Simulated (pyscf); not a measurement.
**Substitution at S: `[SH][Ga]([Cl])[Cl]` + `[H]` [doublet] → `[SH2]` + `[Cl][Ga][Cl]` [doublet]**

Gas phase, doublet surface, charge 0. Bonds broken: S1–Ga2. Bonds formed: S1–H6. Structures and frequencies: ωB97X-D3(BJ)/def2-SVP in PySCF.

Transition state (Å):

```xyz
6

S      0.0575    -0.3754     1.1134
Ga     0.7760     0.5065    -0.8185
Cl     2.6280     1.5545    -0.8882
Cl    -0.4934     0.5520    -2.5369
H     -1.0784    -0.8210     0.5467
H     -0.8383    -0.3230     2.6715
```

One imaginary mode, 839i cm⁻¹; descent along it reached the two sides named, in the forms told below.

```json
[
 {"bond": "S1–Ga2", "change": "breaks", "reactant side (Å)": "2.168", "saddle": "2.242", "product side": "2.7"},
 {"bond": "S1–H6", "change": "forms", "reactant side (Å)": "3.7", "saddle": "1.798", "product side": "1.349"}
]
```

Electronic energies relative to the separated reactants (eV):

| level | barrier | reaction energy | reverse barrier |
|---|---|---|---|
| ωB97X-D3(BJ)/def2-TZVP | 0.22 | -0.31 | 0.53 |
| PBE/def2-TZVP | -0.12 | -0.58 | 0.46 |
| r²SCAN/def2-TZVP | -0.12 | -0.51 | 0.39 |
| B3LYP-D3(BJ)/def2-TZVP | -0.07 | -0.67 | 0.59 |
| PBE0-D3(BJ)/def2-TZVP | 0.02 | -0.44 | 0.46 |
| M06-2X/def2-TZVP | 0.19 | -0.49 | 0.68 |
| ωB97M-D3(BJ)/def2-TZVP | 0.19 | -0.56 | 0.75 |
| HF/def2-TZVP | 0.66 | -0.39 | 1.06 |

With ωB97M-D3(BJ)/def2-TZVP energies and thermal terms (ideal gas, 1 atm, RRHO with modes under 100 cm⁻¹ raised to 100, one conformer, R ln 2 for rigid chiral ones), in eV:

```csv
T (K),ΔH‡,ΔG‡,ΔH,ΔG
298,0.20,0.48,-0.44,-0.58
600,0.18,0.78,-0.51,-0.69
900,0.16,1.08,-0.57,-0.77
1200,0.15,1.39,-0.63,-0.83
```

On the product side the descent ends in an adduct with a Ga–S contact, 0.57 eV under the separated species and 1.10 eV under the saddle at ωB97X-D3(BJ)/def2-TZVP. At PBE, r²SCAN, B3LYP-D3(BJ) this geometry lies under the reactants; that is no barrier but a single point on another level's saddle; such a level's own saddle, if it has one, lies nearer that side and is low. What is counted as broken (Ga–S) persists as a longer contact in the product adduct; parting that adduct is a step of its own. One saddle was located; it need not be the lowest between these sides. The angle at the attacked S is 153°. Elements up to Kr have no core potential and no relativistic terms here.
